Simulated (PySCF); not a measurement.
# Stretching MgAl⁻

Set-up: PySCF, spin-free X2C with a Gaussian nucleus, basis sets Mg aug-cc-pVDZ-DK, Al aug-cc-pVDZ-DK. Energies in eV from Mg + Al⁻ in their ground configurations at the same level. State: ³Σ⁻ (triplet), unpaired electrons π ↑↑.

```
R (Å)  CAM-B3LYP     BP86
2.370    -0.2757  -0.6102
2.480    -0.4506  -0.7898
2.591    -0.5508  -0.8897
2.673    -0.5906  -0.9262
2.756    -0.6084  -0.9383
2.839    -0.6099  -0.9319
2.949    -0.5943  -0.9030
3.087    -0.5577  -0.8463
3.252    -0.5018  -0.7636
3.473    -0.4240  -0.6492
```

Put a parabola through the three lowest points of the CAM-B3LYP curve and estimate Re, k and ωe (reduced mass 12.7 u; 1 eV/Å² = 0.16022 mdyn/Å; ωe = 1302.8·√(k/μ) cm⁻¹).

Through R = 2.756, 2.839, 2.949 Å the second-order coefficient is 0.828 eV/Å², so Re ≈ 2.808 Å, k ≈ 0.265 mdyn/Å and ωe ≈ 188 cm⁻¹. A polynomial fit of higher order to the unrounded CAM-B3LYP energies gives Re = 2.805 Å, k = 0.312 mdyn/Å, ωe = 204 cm⁻¹; anharmonicity and rounding make the difference.

The higher-order fit for each curve: CAM-B3LYP: Re = 2.805 Å, ωe = 204 cm⁻¹, De = 0.61 eV; BP86: Re = 2.765 Å, ωe = 236 cm⁻¹, De = 0.94 eV.

For an ion De counts to the pair picked by the measured ionisation energies or electron affinities, which need not be the lowest pair at this level. The highest Kohn–Sham level is positive in this anion. Much of that is self-interaction error, but it also means that the finite basis helps to hold the extra electron. The state is the lowest determinant that a PBE0 search found; another state may lie lower at other levels.
